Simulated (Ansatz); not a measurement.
**bcc Na**

Method: r²SCAN0 (plane waves, PAW; Ansatz, an electronic-structure program).

Run with plane-wave cutoff 520 eV, 10×10×10 k mesh, Fermi–Dirac smearing 0.05 eV, scalar-relativistic PAW data made under PBE.

Cell (relaxed at this level):

Space group Im-3m (No. 229); a = 4.240 Å, b = 4.240 Å, c = 4.240 Å, α = 90.00°, β = 90.00°, γ = 90.00°

```tsv
atom	site	symmetry	x	y	z
Na	2a	m-3m	0.0000	0.0000	0.0000
```
(The calculation used a cell of 1 atom; values per cell refer to that cell.)

- bulk modulus B0: 7.47 GPa
- pressure derivative B′ of the bulk modulus: 3.6

Measured, for comparison: bulk modulus 7.9 GPa (0 K value with the zero-point phonon effect removed, our sources range from 7.63 to 7.91; as tabulated in Mejia-Rodriguez and Trickey (2018), arXiv:1807.09216). Computed (rounded) less measured: bulk modulus -5 % (-2 % to -6 % over the range).

Computed values are for the static lattice.

The result took about 19 core-minutes (a rough figure).
